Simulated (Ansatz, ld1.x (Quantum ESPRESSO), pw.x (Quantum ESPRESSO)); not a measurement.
tantalum (Ta): one change to the TM potential, in the atom and in the bcc crystal

ld1.x (Quantum ESPRESSO) 7.5 input, shortened:

```
&input
   title='Ta', zed=73., rel=1, dft='PBE', iswitch=3,
   config='[Xe] 4f14 5d3 6s2 6p0'
 /
 &inputp
   pseudotype=2, tm=.true., lloc=0,
   nlcc=.true.
 /
3
6P  2  1   0.00   0.00  3.95  3.95  0.0
5D  3  2   3.00   0.00  2.45  2.45  0.0
6S  1  0   2.00   0.00  2.10  2.10  0.0
 &test
   configts(1)='5d3 6s2 6p0'
 /
```

Change: wave 6p (bound): rc 3.95 bohr becomes 6p (bound): rc 3.56 bohr.

Cutoffs, loose and tight: the cutoffs (Ry, on a coarse ladder) from which the occupation-weighted sum of valence levels, in a spherical-Bessel basis at the reference potential, stays within 10 and 1 mRy of its value at 400 Ry. They do not see the model core or the augmentation charge, which bear on the density cutoff. Test errors are all-electron minus pseudo excitation energies from the reference, over the configurations 5d3 6s1 6p0; 5d3 6s0 6p0; 5d2 6s0 6p0; 5d3 6s0 6p1; 5d3.5 6s1.5 6p0; 5d3 6s1 6p1; 5d3 6s0 6p2; variants that change the core or the reference have their own tests.

Crystal test: bcc Ta in pw.x 7.5, no spin, 14³ k-points, Fermi–Dirac smearing 0.01 Ry, cutoffs set for each file from its atomic test. The reference is all-electron LAPW (Ansatz 0.2.0) with the same functional, mesh and smearing; V0 and B0 come from Birch–Murnaghan fits to the pressures at five volumes. Errors are pseudo minus all-electron; Δ is the rms difference of the E(V) curves that follow from these fits, minima aligned, over ±6 % about the mean V0. Mesh and smearing are coarse, so the numbers serve the comparison and aren't converged zero-temperature values; the lattice is a test structure that the element need not adopt.

All-electron: a0 = 3.321 Å (V0 = 18.31 Å³/atom), B0 = 193.2 GPa.

Task: Does the change bring the crystal closer to the all-electron result?

Result: The mean pressure error goes from +1.45 to +0.49 GPa, so the change moves the solid closer to the all-electron pressures.

```csv
quantity,base,changed
outcome (atom),generated,generated
"cutoff, loose (atom)",30 Ry,30 Ry
"cutoff, tight (atom)",50 Ry,50 Ry
bound ghosts (atom),none,none
largest test error (meV) (atom),-240,-240
cutoffs in pw.x (Ry),60/240,60/240
a0 (Å),3.328,3.323
a0 error (%),+0.23,+0.07
B0 error (%),+1.6,+1.6
Δ (meV/atom),5.5,1.8
mean pressure error (GPa),+1.45,+0.49
```

Base: The largest radius (3.95 bohr) exceeds half the bond length (2.71 bohr), so the spheres overlap, which is one possible source of error among others. The logarithmic derivative shows an extra or strongly shifted pseudo pole above the reference energy (s near 1.46 Ry). Changed file: The largest radius (3.56 bohr) exceeds half the bond length (2.71 bohr), so the spheres overlap, which is one possible source of error among others. The atomic cutoffs weigh occupied waves only.
